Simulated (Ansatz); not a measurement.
# [Tm(NH3)6]3+ (TmN₆H₁₈ (+3)): a ladder of methods and basis sets

One table from this session's results is given with a row withheld; the runs are named, their logs left out.

Method: as each input shows; program: Ansatz 0.2.0, Gaussian basis.

The runs, in order: PBE-D4/def2-TZVP, r2SCAN-D4/def2-TZVP, PBE-D4/def2-SVP, PBE0-D4/def2-SVP, MP2/def2-SVP.

4 further runs of the same task are left out: 3 that didn't finish, 1 set aside as unsound or not needed. Runs told in other sessions of the task aren't counted.

### The structure

The triplet was relaxed beforehand with PBE-D4/def2-SVP.

25 atoms, charge 3, spin multiplicity 3.

Atoms are counted from 1 here; the program's logs count them from 0.

Bond lengths: Tm1–N2 2.482 Å, Tm1–N6 2.482 Å, Tm1–N10 2.462 Å, Tm1–N14 2.462 Å, Tm1–N18 2.459 Å, Tm1–N22 2.461 Å, N2–H3 1.038 Å, N2–H4 1.038 Å, N2–H5 1.038 Å, N6–H7 1.038 Å, N6–H8 1.038 Å, N6–H9 1.038 Å, N10–H11 1.038 Å, N10–H12 1.038 Å, N10–H13 1.038 Å, N14–H15 1.038 Å, N14–H16 1.039 Å, N14–H17 1.038 Å and more. Angles: N2–Tm1–N6 179.4°, N2–Tm1–N10 88.4°, N2–Tm1–N14 92.1°, N2–Tm1–N18 89.1°, N2–Tm1–N22 90.6°, N6–Tm1–N10 92.2°, N6–Tm1–N14 87.2°, N6–Tm1–N18 91.0°, N6–Tm1–N22 89.3°, N10–Tm1–N14 179.4°, N10–Tm1–N18 90.1°, N10–Tm1–N22 89.6°, N14–Tm1–N18 90.1°, N14–Tm1–N22 90.2°, N18–Tm1–N22 179.6°, Tm1–N2–H3 115.5°, Tm1–N2–H4 115.7°, Tm1–N2–H5 115.5° and more.

Tm takes a core potential in the def2 sets. No spin-orbit coupling is included. The ion is computed in the gas phase, without counter-ions or solvent.

PBE0-D4/def2-TZVP was run before; its log isn't repeated, and its numbers join the tables.

The first run:

start.molden holds the orbitals of an earlier run on this state, given as this run's starting guess.

Contents of in.yaml:

```yaml
crystal:
  periodic: [false, false, false]
  atoms:
    - {symbol: Tm, position_ang: [0.003090, 0.002371, 0.002106]}
    - {symbol: N, position_ang: [0.029164, 0.024031, 2.483881]}
    - {symbol: H, position_ang: [0.877654, 0.434022, 2.918203]}
    - {symbol: H, position_ang: [-0.037656, -0.904713, 2.942729]}
    - {symbol: H, position_ang: [-0.739098, 0.556697, 2.934677]}
    - {symbol: N, position_ang: [-0.050607, -0.021159, -2.479551]}
    - {symbol: H, position_ang: [-0.878784, -0.481933, -2.902808]}
    - {symbol: H, position_ang: [0.742704, -0.505674, -2.941659]}
    - {symbol: H, position_ang: [-0.046272, 0.909700, -2.939555]}
    - {symbol: N, position_ang: [2.464221, -0.018126, 0.043824]}
    - {symbol: H, position_ang: [2.911986, 0.917978, 0.021947]}
    - {symbol: H, position_ang: [2.913011, -0.514936, -0.749586]}
    - {symbol: H, position_ang: [2.887835, -0.466159, 0.878436]}
    - {symbol: N, position_ang: [-2.458231, 0.014575, -0.062918]}
    - {symbol: H, position_ang: [-2.876013, 0.580650, -0.825828]}
    - {symbol: H, position_ang: [-2.924083, 0.379920, 0.790758]}
    - {symbol: H, position_ang: [-2.895639, -0.917854, -0.191850]}
    - {symbol: N, position_ang: [0.017717, 2.461017, 0.019818]}
    - {symbol: H, position_ang: [0.304597, 2.885479, 0.922296]}
    - {symbol: H, position_ang: [-0.899016, 2.907387, -0.174045]}
    - {symbol: H, position_ang: [0.651214, 2.909224, -0.669651]}
    - {symbol: N, position_ang: [-0.000129, -2.458146, -0.002827]}
    - {symbol: H, position_ang: [-0.219870, -2.889977, -0.920690]}
    - {symbol: H, position_ang: [-0.679713, -2.904878, 0.642544]}
    - {symbol: H, position_ang: [0.901927, -2.899526, 0.259770]}
basis:
  gaussian: {orbitals: def2-TZVP, initial_orbitals: start.molden}
total_charge: 3
magnetization: {spin_polarized: true, initial_magnetization: 2}
hamiltonian: {xc: pbe, dispersion: d4}
scf: {omitted_lower_state_checks: [starts]}
output: {orbitals: {seedname: orbitals}}
```

The run is started by

```console
> ansatz run in.yaml --threads 4 --pin off --events-out ev --progress --plain --max-ram 6963MiB
```

Steps of the session up to this table: PBE-D4/def2-TZVP; r2SCAN-D4/def2-TZVP; PBE-D4/def2-SVP; PBE0-D4/def2-SVP; MP2/def2-SVP.

One table of the session follows, with a row left open; its other results are not shown here.

It belongs to the step «Levels side by side». 

| level | HOMO (eV) | LUMO (eV) | gap (eV) |
| --- | --- | --- | --- |
| PBE-D4/def2-SVP | -19.29 | -18.56 | 0.74 |
| PBE-D4/def2-TZVP | -19.37 | -18.62 | 0.75 |
| r2SCAN-D4/def2-TZVP | -19.76 | -17.59 | 2.17 |
| PBE0-D4/def2-SVP | ? | ? | ? |
| PBE0-D4/def2-TZVP | -21.51 | -15.24 | 6.27 |

Q: Estimate the row for PBE0-D4/def2-SVP from the others.

**Answer.** HOMO (eV): -21.53; LUMO (eV): -15.28; gap (eV): 6.25. In the column «HOMO (eV)» it is the lowest.
